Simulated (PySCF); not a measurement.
C5H4.
Bonds: C1–C2 (triple), C2–C3, C3–C4, C4–C5 (double), C3–C5. Hydrogens: H6 on C1; H7 on C3; H8 on C4; H9 on C5.

Method: PySCF, PBE0-D3(BJ)/def2-SVP geometry optimisation, gas phase; density fitting, grid level 1; the optimiser is geomeTRIC in internal coordinates, started from a GFN2-xTB structure with every atom displaced at random (about 0.01 Å).

Step 0: E = -5235.1521 eV
```
atom  x, y, z in Å  |  force x, y, z in eV/Å
C1      0.9319   -1.9285   -0.8320   -1.180   2.878   2.010
C2      0.5396   -0.9773   -0.1715    0.510  -1.289  -0.825
C3      0.0825    0.1379    0.6103    1.119  -0.338   0.435
C4     -1.1652    0.8274    0.2813   -2.615  -0.528   0.335
C5     -0.1297    1.4748   -0.0449    1.313   0.494  -0.035
H6      1.2344   -2.7123   -1.4076    0.822  -2.043  -1.451
H7      0.4481    0.0963    1.6522   -0.138   0.067  -0.018
H8     -2.2392    0.7344    0.3197   -0.329  -0.035   0.014
H9      0.3617    2.3272   -0.4381    0.498   0.793  -0.464
```

Step 1: E = -5235.1881 eV
```
atom  x, y, z in Å  |  force x, y, z in eV/Å
C1      0.7988   -1.8594   -0.8828    1.104  -1.704  -0.744
C2      0.6497   -0.9827   -0.0715   -0.872   1.148   0.333
C3      0.1511    0.1582    0.6669    0.012   0.019   0.200
C4     -1.1647    0.7757    0.2528    0.231   0.061   0.033
C5     -0.1058    1.4625   -0.0374   -0.030   0.121   0.065
H6      1.1647   -2.7080   -1.4567   -0.368   0.418   0.080
H7      0.4344    0.1674    1.7292    0.008   0.044   0.055
H8     -2.2388    0.6248    0.2328   -0.057  -0.024   0.003
H9      0.3747    2.3413   -0.4639   -0.029  -0.083  -0.025
```

Problem. Estimate the geometry and energy of step 2. (The exact step hangs on the optimiser's Hessian estimate; all steps are aligned on step 1, rigid shifts and turns removed.)

Solution. E = -5235.2519 eV, largest force 0.847 eV/Å
```
atom  x, y, z in Å  |  force x, y, z in eV/Å
C1      0.8458   -1.8982   -0.8830    0.436   0.184   0.641
C2      0.6223   -0.9888   -0.1013   -0.496  -0.161  -0.667
C3      0.1273    0.1523    0.6506    0.165  -0.079   0.101
C4     -1.1787    0.8053    0.2721    0.037  -0.046  -0.027
C5     -0.1133    1.4722   -0.0345    0.004   0.066   0.072
H6      1.2122   -2.7340   -1.4541   -0.163   0.072  -0.084
H7      0.4292    0.1528    1.7096    0.015  -0.005   0.001
H8     -2.2575    0.6762    0.2738    0.000  -0.004  -0.001
H9      0.3766    2.3421   -0.4638    0.002  -0.026  -0.037
```

The energy changes by -0.0638 eV. The first-order estimate −F·Δx gives -0.0922 eV and the mean of the old and new forces, exact on a quadratic surface, -0.0615 eV. The step makes an angle of 74° with the force vector and moves no atom by more than 0.068 Å.

What follows is the cost of the whole optimisation. On one thread of an Arm Neoverse V2, no GPU, shared host with 32 logical CPUs at a one-minute load of 16, this took 14 s wall and 0.37 GiB of memory at its peak.
